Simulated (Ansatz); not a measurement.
Born–Oppenheimer molecular dynamics of C4H4N + FH (11 atoms, charge -1, multiplicity 1). It starts from a relaxed structure.

Method: Ansatz, RKS PBE/STO-3G.

- ensemble: NVE (velocity Verlet)
- time step: 0.5 fs
- steps asked: 400
- starting velocities drawn for: 1000 K
- seed: 826534

First frame:

```xyz
11
Properties=species:S:1:pos:R:3
F 0.722 0.827 -3.365
C 0.852 -0.802 0.160
C 0.147 -0.724 1.415
C -0.873 0.214 1.259
N -0.753 0.674 -0.085
C 0.316 0.070 -0.830
H 1.712 -1.469 -0.006
H 0.353 -1.286 2.340
H -1.646 0.590 1.944
H -1.407 1.398 -0.481
H 0.577 0.507 -2.352
```

**Question.** How far do the bonds stretch over the last three quarters of this one trajectory? (Pairs bonded in most of those frames.)

**Answer.** 
```
  bond  mean (Å)  spread (Å)  shortest  longest
 C2–C3     1.450       0.040      1.37     1.52
 C2–C6     1.427       0.019      1.39     1.47
 C2–H7     1.104       0.007      1.09     1.12
 C3–C4     1.398       0.033      1.33     1.45
 C3–H8     1.105       0.014      1.07     1.13
 C4–N5     1.431       0.049      1.34     1.53
 C4–H9     1.104       0.007      1.09     1.12
 N5–C6     1.450       0.071      1.32     1.58
N5–H10     1.054       0.005      1.04     1.06
```

Mean temperature of the second half: 492 K. The conserved energy stayed within 0.45 meV per atom of its start (net change 0.13 meV per atom), so the integration is sound. Over the second half the temperature averaged 0.49 of the 1000 K drawn at the start: a run that starts near a minimum puts about half its kinetic energy into the potential. A run of 0.2 ps of so small a system gives no equilibrium averages. Limits of this set-up: minimal basis, an anion without diffuse functions.

Run time: 16 min on 1 thread of Arm Neoverse N1 (shared host), peak memory 0.08 GiB.
